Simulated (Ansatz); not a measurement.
CH3O (charge -1), SMILES C[O-], a ladder of methods at one geometry

With the Python package of Ansatz (0.2.0).

Notebook, run cell by cell (the value of a cell's last expression is shown):

```python
import ansatz as az
```

```python
BASIS_SET = 'cc-pVDZ'
CHARGE = -1
```

```python
geometry_ang = [
    ('C', (0.03316, -0.0266, -0.0081)),
    ('O', (1.02177, -0.82433, -0.25066)),
    ('H', (-1.02276, -0.49108, -0.10185)),
    ('H', (-0.04155, 0.90457, -0.69124)),
    ('H', (0.00937, 0.43745, 1.05184)),
]
system = az.Crystal.molecule()
for symbol, xyz in geometry_ang:
    system = system.atom(symbol, xyz)
```

```python
setup = (
    system.calculation()
    .basis(gaussian=BASIS_SET)
    .charge(CHARGE)
)
```

```python
methods = ['mp2', 'ccsd', 'ccsd_t']
batch = az.Session.batch([setup.correlation(m).input() for m in methods])
reports = sorted(batch.plan().execute().molecular_reports, key=lambda each: each['member'])
print(f'Hartree-Fock reference {reports[0]["reference_energy_ev"] / 27.211386246:.6f} Ha')
best = reports[-1]['free_energy_ev'] - reports[-1]['reference_energy_ev']
for method, each in zip(methods, reports):
    gained = each['free_energy_ev'] - each['reference_energy_ev']
    print(f'{method:8s} total {each["free_energy_ev"] / 27.211386246:.6f} Ha  correlation {gained:9.4f} eV  ({100 * gained / best:.1f} % of the last)')
```

    Hartree-Fock reference -114.393225 Ha
    mp2      total -114.736219 Ha  correlation   -9.3334 eV  (92.0 % of the last)
    ccsd     total -114.756866 Ha  correlation   -9.8952 eV  (97.6 % of the last)
    ccsd_t   total -114.765929 Ha  correlation  -10.1418 eV  (100.0 % of the last)

Total energies depend on the basis set; only differences at equal settings carry meaning. The geometry is a force-field or estimated start, not a minimum of this method, and the basis set is short of its limit. A lower total doesn't mark the better method: functionals have no common bound, and MP2 and coupled cluster aren't variational. Inner cores stay frozen, so this is valence correlation. Anions want diffuse functions, which this basis lacks.
